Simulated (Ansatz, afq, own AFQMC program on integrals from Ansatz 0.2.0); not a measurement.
## CHSi, doublet in 6-31G, levels against full CI

```json
{"atom": "Si", "x (Å)": "0.0000", "y (Å)": "0.0000", "z (Å)": "0.0288"}
{"atom": "C", "x (Å)": "0.0000", "y (Å)": "0.0000", "z (Å)": "-1.5572"}
{"atom": "H", "x (Å)": "0.0000", "y (Å)": "0.0000", "z (Å)": "1.5284"}
```

Connectivity, by distances: SiH–C.

Basis 6-31G. Noble-gas cores (and the filled d shells of Ga–Kr and In–Xe) are frozen. AFQMC by an in-house program on the Cholesky factors that Ansatz 0.2.0 writes for its CCSD(T) run. ph-AFQMC/CISD is guided by a CISD state made of CCSD amplitudes; releasing the constraint for a short imaginary time cuts its bias at the price of noise, slowly where states lie close. Error bars are statistical, one sigma.

Determinant: UHF, the one that the program's search chose, which needn't be the lowest solution. The geometry is a point of a scan.

Full CI on the same integrals is exact in this basis and with this determinant's frozen core.

Cautions: strong correlation (T1 0.101, weight of the determinant 0.69, largest double 0.16); unrestricted determinant spin contaminated (⟨S²⟩ 1.85 against 0.75); the released energies have errors that jump between times, so the bars are unsure, so no released level is given (meV from the phaseless value at times in 1/Eh: -28 ± 16 at 0.24, -19 ± 4 at 0.51, -32 ± 3 at 0.99, -39 ± 3 at 1.62, -44 ± 4 at 2.40), though the last usable value meets full CI within the noise.

* T1 diagnostic: 0.1012
* weight of the determinant in the CISD state: 0.693
* ⟨S²⟩ of the determinant: 1.851
* size of the correlated space: 9 electrons in 18 orbitals

Reference: full CI, correlation energy -3.845 eV. The cautions show a poor starting determinant, so the rows tell how each method copes with it here, and full CI is the sure value.

| level | E − E(reference) (kJ/mol) | share of correlation (%) |
| --- | --- | --- |
| HF | 371.0 | 0.00 |
| MP2 | 156.1 | 57.91 |
| CCSD | 24.2 | 93.48 |
| CCSD(T) | 11.3 | 96.96 |
| CCSDT | 4.2 | 98.86 |
| CCSDT(Q) | 1.4 | 99.61 |
| CCSDTQ | 0.5 | 99.86 |
| ph-AFQMC/CISD | 4.8 ± 0.5 | 98.71 |

CCSDT and higher add their correlation energy to the determinant of the CCSD(T) run, since their own runs factorise the integrals more tightly (a shift of under 2 meV). A walk keeps the symmetry of its determinant, which the program's search chose and which needn't be the lowest solution, so a lower state of the same spin and another symmetry isn't excluded.
